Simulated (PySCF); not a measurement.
## SF2: PBE0 against B3LYP

Base calculation in PySCF with density fitting and no spin–orbit coupling, PBE0/def2-TZVP (no relativity): singlet, C2v, S–F 1.590 Å (×2); F–S–F 98.6°; wavenumbers 354, 835, 862 cm⁻¹; dipole moment 1.07 D, gap between the highest occupied and lowest empty levels 5.52 eV, polar-tensor charge of S 0.94 e, atomisation energy (no zero-point energy) 722 kJ/mol.

Q: What changes on going to B3LYP/def2-TZVP (no relativity)?

A: The point group stays the same. Changes: mean bond to S +0.015 Å, smallest bond angle +0.2 degrees, highest wavenumber -36 cm⁻¹, lowest wavenumber -12 cm⁻¹, dipole moment +0.13 D, gap between the highest occupied and lowest empty levels -0.54 eV, polar-tensor charge of S 0.00 e, atomisation energy (no zero-point energy) -1 kJ/mol. The new structure has S–F 1.605 Å (×2); F–S–F 98.8°, with wavenumbers 342, 796, 826 cm⁻¹.

The structures come from searches over a few start shapes, so lower isomers are not excluded.
